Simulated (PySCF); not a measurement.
Isomers of C3H3 (doublet state), mass 39.023 u with the commonest isotopes. Computed with PBE0-D3(BJ)/def2-SVP geometry optimisation, gas phase in PySCF 2.14.0. One conformer each, none proved a minimum here; rigid rotors.

Question: Order these by rotational constant B, largest first.
A. propargyl, `C(#C)[CH2]`
B. `[CH]1C=C1` [radical]
C. `C1=[C]C1` [radical]

Answer: B (26762 MHz), C (21586 MHz), A (9476 MHz).

Question: Order these by radius of gyration √(Σ m r²/M), smallest first.
A. `[C]1=CC1` [radical]
B. `[CH]1C=C1` [radical]
C. propargyl (`C#C[CH2]`)

Answer: B (0.938 Å), A (0.949 Å), C (1.188 Å).

Question: Order these by rotational constant A, smallest first.
A. `C1[CH]C=1` [radical]
B. `C#C[CH2]` (propargyl)
C. `C1C[C]=1` [radical]

Answer: A (31701 MHz), C (37492 MHz), B (284646 MHz).

| SMILES | point group | Ia (u·Å²) | Ib (u·Å²) | Ic (u·Å²) | κ | μa (D) | μb (D) | μc (D) |
| --- | --- | --- | --- | --- | --- | --- | --- | --- |
| [CH]1C=C1 | Cs | 15.94 | 18.88 | 33.85 | 0.41 | 1.26 | 0.00 | 0.75 |
| C#C[CH2] | C2v | 1.78 | 53.33 | 55.11 | -1.00 | 0.09 | 0.00 | 0.00 |
| [C]1=CC1 | Cs | 13.48 | 23.41 | 33.46 | -0.42 | 0.10 | 1.53 | 0.00 |
